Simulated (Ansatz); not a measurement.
# C2H5ClO: the cost of one run

All numbers below are computed with Ansatz 0.2.0 (RHF/STO-3G).

### Step 1. The structure to begin with

Bond lengths: C1–C2 1.491 Å, C2–O3 1.401 Å, C2–Cl4 1.696 Å, C1–H5 1.136 Å, C1–H6 1.158 Å, C1–H7 1.081 Å, C2–H8 1.105 Å, O3–H9 1.018 Å. Angles: C1–C2–O3 109.8°, C1–C2–Cl4 112.4°, C1–C2–H8 107.4°, O3–C2–Cl4 107.8°, O3–C2–H8 109.6°, Cl4–C2–H8 109.9°, C2–C1–H5 111.6°, C2–C1–H6 110.7°, C2–C1–H7 115.1°, H5–C1–H6 103.8°, H5–C1–H7 109.3°, H6–C1–H7 105.6°, C2–O3–H9 108.8°.

As a file:

```xyz
9

C     0.2166    0.7190   -0.4592
C    -0.2686   -0.6090    0.0151
O    -0.0760   -0.7175    1.3981
Cl   -1.9186   -0.8444   -0.2982
H    -0.0039    0.8758   -1.5626
H    -0.3620    1.5763    0.0620
H     1.2623    0.9184   -0.2727
H     0.3264   -1.3822   -0.5029
H     0.9124   -0.5826    1.6033
```

### Step 2. Relaxing end A

Contents of input.yaml:

```yaml
crystal:
  periodic: [false, false, false]
  atoms:
    - { symbol: C, position_ang: [0.2166, 0.719, -0.4592] }
    - { symbol: C, position_ang: [-0.2686, -0.609, 0.0151] }
    - { symbol: O, position_ang: [-0.076, -0.7175, 1.3981] }
    - { symbol: Cl, position_ang: [-1.9186, -0.8444, -0.2982] }
    - { symbol: H, position_ang: [-0.0039, 0.8758, -1.5626] }
    - { symbol: H, position_ang: [-0.362, 1.5763, 0.062] }
    - { symbol: H, position_ang: [1.2623, 0.9184, -0.2727] }
    - { symbol: H, position_ang: [0.3264, -1.3822, -0.5029] }
    - { symbol: H, position_ang: [0.9124, -0.5826, 1.6033] }
basis:
  gaussian: { orbitals: STO-3G }
hamiltonian:
  xc: hf
relax:
  f_tol: 0.015
  max_steps: 40
```

Started as:

```
$ ansatz run input.yaml --threads 1 --pin off --max-ram 2048MiB --backend cpu --events-out ev --progress --plain --runs-dir out
```

**Question.** How long does this run take on 1 thread of Arm Neoverse V1, shared host, and how much memory does it need?

About 4.8 s, with a peak of 0.1 GiB.
